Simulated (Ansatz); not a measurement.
For rock-salt ZrC, PBE-D3(BJ) (PAW; Ansatz, a quantum-chemistry and plane-wave program) gives:

| Property | Value |
|---|---|
| lattice parameter a | 4.673 Å |
| enthalpy of formation | -0.921 eV/atom |

Problem. What does HSE06 (PAW; Ansatz) give for the same quantities?

Solution. 
- lattice constant a: 4.691 Å (increases by 0.4 %)
- formation enthalpy: -0.982 eV/atom (moves by -0.061 eV/atom)

For comparison: lattice constant a 4.696 Å (measured, temperature not stated, no zero-point or thermal correction; as tabulated in Zhang et al. (2018), doi:10.1088/1367-2630/aac7f0); formation enthalpy -1.019 eV/atom (measured, 298 K, copied from a table, unchecked, not corrected to a static lattice; as tabulated in Wang et al. (2021), doi:10.1038/s41598-021-94550-5).

Changes are worked out from the printed values.

Unless a cell is named, each level is at its own relaxed cell (PBE-D3(BJ) 12.75, HSE06 12.90 Å³/atom).

Caveats: exact exchange on metals is sensitive to the k mesh and can open a false gap (HSE06). Ansatz's density-functional and Hartree–Fock values are scalar-relativistic unless marked +SOC, with PAW data made under PBE.
